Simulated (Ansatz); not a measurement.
# SiO2 (SMILES O=[Si]=O): a rigid scan of the bond length O1–Si2

How does the energy rise as the bond length O1–Si2 leaves its equilibrium value, and do density functionals follow CCSD(T)? No other atom is relaxed.

Computed with Ansatz 0.2.0, Gaussian basis. Level: single points in def2-TZVPP.

Levels: PBE-D4, r2SCAN-D4, PBE0-D4, B3LYP-D4, wB97M-V, Hartree-Fock, MP2, CCSD, CCSD(T). The scan takes 1.295, 1.339, 1.404, 1.480, 1.564, 1.655, 1.751, 1.852, 1.958 Å.

Cores are frozen in the correlated methods. B3LYP uses VWN-RPA correlation.

9 further runs of the same task are left out: 9 set aside as unsound or not needed.

**1. Where the work starts**

SMILES `O=[Si]=O`, 3 atoms, charge 0, spin multiplicity 1.

Atoms are counted from 1 here; the program's logs count them from 0.

Bond lengths: O1–Si2 1.491 Å, Si2–O3 1.491 Å. Angles: O1–Si2–O3 179.9°.

As a file:

```xyz
3
O2Si
O     0.6912    1.2173    0.5137
Si   -0.0007    0.0004   -0.0002
O    -0.6905   -1.2177   -0.5136
```

**2. Relaxation at PBE0-D4**

Input file relax/in.yaml:

```yaml
crystal:
  periodic: [false, false, false]
  atoms:
    - {symbol: O, position_ang: [0.691230, 1.217290, 0.513740]}
    - {symbol: Si, position_ang: [-0.000730, 0.000440, -0.000160]}
    - {symbol: O, position_ang: [-0.690510, -1.217740, -0.513580]}
basis:
  gaussian: {orbitals: def2-TZVP}
hamiltonian: {xc: pbe0, dispersion: d4}
relax: {f_tol: 0.005, max_steps: 200}
```

No record of the launch command was kept for these runs.

The runs that follow: The minimum at every level; O1–Si2 = 1.295 Å; O1–Si2 = 1.339 Å; O1–Si2 = 1.404 Å; O1–Si2 = 1.480 Å; O1–Si2 = 1.564 Å; O1–Si2 = 1.655 Å; O1–Si2 = 1.751 Å; O1–Si2 = 1.852 Å; O1–Si2 = 1.958 Å.

Q: Predict the outcome of this session. Wanted: highest point, CCSD(T); lowest point, CCSD(T); minimum along the scan, CCSD(T); RMS deviation from CCSD(T); largest T1 diagnostic.

As calculated:

```
                       quantity                                                                                                                value
         highest point, CCSD(T)                                                                                              239.0 kJ/mol at 1.958 Å
          lowest point, CCSD(T)                                                                                                0.0 kJ/mol at 1.506 Å
minimum along the scan, CCSD(T)                                                                                                              1.516 Å
                curvature there                                                                                                           56.3 eV/Å²
     RMS deviation from CCSD(T)  PBE-D4 10.0, r2SCAN-D4 5.9, PBE0-D4 13.1, B3LYP-D4 7.2, wB97M-V 13.5, Hartree-Fock 45.5, MP2 17.3, CCSD 10.9 kJ/mol
          largest T1 diagnostic                                                                                                                0.048
```

In words: A polynomial through the near points puts the CCSD(T) minimum 0.010 Å above the PBE0-D4 value. The well is lopsided: squeezing costs more than stretching by the same length. Curvature against CCSD(T): PBE-D4 -6 %, Hartree-Fock +30 %. The curve of r2SCAN-D4 lies nearest to CCSD(T), that of Hartree-Fock farthest. The T1 diagnostic is large here, over the usual mark for main-group molecules (transition-metal compounds often pass it harmlessly), so CCSD(T) itself may be off. The restricted Hartree–Fock reference is unstable towards an unrestricted one at one or more of these structures.
